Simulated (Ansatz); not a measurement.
CHNO, SMILES N#CO: the interaction energy of a dimer with the counterpoise correction, run with the Python package of Ansatz (0.2.0).

The script, `dimer_chno.py`:
```python
import ansatz as az

FIRST = [
    ('N', (-1.3242, -0.1965, 0.8911)),
    ('C', (-0.4708, 0.1255, 0.2141)),
    ('O', (0.5502, 0.4162, -0.5524)),
    ('H', (1.2448, -0.3452, -0.5527)),
]
SECOND = [
    ('N', (-2.0937, -2.7417, 0.0063)),
    ('C', (-1.8891, -3.7972, -0.3604)),
    ('O', (-1.7245, -5.0056, -0.837)),
    ('H', (-2.4812, -5.2546, -1.4909)),
]

def energy(atoms, ghosts=()):
    molecule = az.Crystal.molecule()
    for symbol, xyz in atoms:
        molecule = molecule.atom(symbol, xyz)
    calc = (
        molecule.calculation()
        .basis(gaussian='def2-SVPD')
        .functional('r2scan')
    )
    deck = calc.input()
    if ghosts:
        deck = deck.set(az.key.basis.gaussian.ghost_atoms, [{'symbol': s, 'position_ang': list(xyz)} for s, xyz in ghosts])
    return az.Session.from_dict(deck).plan().execute().report['free_energy_ev']

both = energy(FIRST + SECOND)
alone = energy(FIRST) + energy(SECOND)
ghosted = energy(FIRST, SECOND) + energy(SECOND, FIRST)
print(f'dimer {both:.6f} eV')
print(f'interaction, uncorrected   {23.060548 * (both - alone):8.3f} kcal/mol')
print(f'interaction, counterpoise  {23.060548 * (both - ghosted):8.3f} kcal/mol')
print(f'basis-set superposition    {23.060548 * (alone - ghosted):8.3f} kcal/mol')
```

How large is the interaction at this pose, and how much of it is basis-set superposition?

Uncorrected it is 3.824 kcal/mol, with the counterpoise correction 4.686 kcal/mol; the difference, 0.86 kcal/mol, is the superposition error. In this basis both values are repulsive.

What the script printed:

Running `python dimer_chno.py` prints:
```text
dimer -9165.947249 eV
interaction, uncorrected      3.824 kcal/mol
interaction, counterpoise     4.686 kcal/mol
basis-set superposition       0.862 kcal/mol
```

Caveats:
- Total energies depend on the basis set; only differences at equal settings carry meaning.
- The dimer is a generated trial pose of unrelaxed monomers, not a minimum, so the figure is no binding energy, and the basis set is small.
- This level lacks the dispersion part of the attraction (electrostatics and induction are there), which can decide the sign where the interaction is weak.
- The whole script took 19 s on 1 thread of Arm Neoverse V1 (shared host), peak memory 0.23 GiB.
